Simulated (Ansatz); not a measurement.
**Solid CO2 (dry ice)**

Level of theory: PBEsol in Ansatz (PAW).

Run with plane-wave cutoff 520 eV, 6×6×6 k mesh, Fermi–Dirac smearing 0.01 eV, scalar-relativistic PAW data made under PBE.

Cell (relaxed at this level):

```cif
data_C4O8
_chemical_formula_sum 'C4 O8'
_space_group_name_H-M_alt 'Pa-3'
_space_group_IT_number 205
_space_group_name_Hall '-P 2ac 2ab 3'
_cell_length_a 5.79566
_cell_length_b 5.79566
_cell_length_c 5.79566
_cell_angle_alpha 90.000
_cell_angle_beta 90.000
_cell_angle_gamma 90.000
loop_
_atom_site_label
_atom_site_type_symbol
_atom_site_symmetry_multiplicity
_atom_site_Wyckoff_symbol
_atom_site_fract_x
_atom_site_fract_y
_atom_site_fract_z
_atom_site_occupancy
C1 C 4 a 0.00000 0.00000 0.00000 1
O1 O 8 c 0.11624 0.11624 0.11624 1
```

```yaml
band_gap: 6.71 eV (direct)
```

Note: the cell comes from a level without a dispersion term, which matters for the spacing of layers, chains or molecules.

The computed numbers hold no vibrational or temperature effects.

Ansatz is a quantum-chemistry and plane-wave program.
